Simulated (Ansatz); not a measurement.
Relaxed structures of AlSiNH5 (charge +1), closed shell (PBE0-D4/def2-TZVP; forces vanish, vibrations not checked; lower isomers may exist, and structures with a doubtful reference or unclear bonds are left out; Å). Ansatz 0.2.0; basis: def2-TZVPP; cores frozen in the correlated methods.

**Question.** Rank them by CCSD(T) energy, lowest first, and give each one's height above the lowest. Links in brackets join atoms within 1.22 times the sum of their covalent radii (1.1 for two metals). (To be estimated.)
A.
AlSiNH₅ ([NH2][AlH][SiH2]), total charge +1
```
8
angstrom
Al -0.1381 0.8288 0.7533
N -0.7748 1.1845 -0.8310
Si 0.8300 -1.5078 0.5416
H -0.7518 0.5816 -1.6397
H -1.2334 2.0527 -1.0750
H -0.0547 1.5740 2.1193
H 0.8090 -2.3048 -0.7116
H 1.4975 -2.3124 1.5950
```
B.
AlSiNH₅ ([H]1[AlH]23[H][Si]12[NH2]3), total charge +1
```
8
angstrom
Al -0.4128 1.0001 -0.8737
N 0.1487 0.4718 0.8477
Si 0.1393 -1.2304 -0.1426
H -1.2529 -0.5770 -0.7670
H -0.8192 2.3106 -1.5982
H -0.4933 0.4882 1.6352
H 0.7734 -0.2602 -1.3308
H 1.0650 0.7319 1.2017
```
C.
AlSiNH₅ ([AlH2][NH][SiH2]), total charge +1
```
8
angstrom
Al -0.7773 1.1357 -0.9133
N 0.0425 0.2785 0.5495
Si 0.7089 -1.2160 0.5687
H -0.7277 0.1789 -2.1535
H -1.3124 2.5660 -0.5906
H 0.0741 0.8014 1.4220
H 0.6758 -1.9905 -0.6787
H 1.3161 -1.7540 1.7959
```

**Answer.** The calculation gives: C (0.00 kcal/mol), B (0.85 kcal/mol), A (25.07 kcal/mol). Heights count from the lowest.

T1 diagnostic: at most 0.016.

For scale, one of the runs: CCSD(T)/def2-TZVPP, 185 basis functions, launched by `ansatz run in.yaml --threads 2 --pin off --events-out ev --progress --plain --max-ram 4352MiB`. Time: 21 s of wall clock on 2 CPU threads of an Intel Xeon Platinum 8488C; the host was shared. Peak host memory: 1.7 GiB.
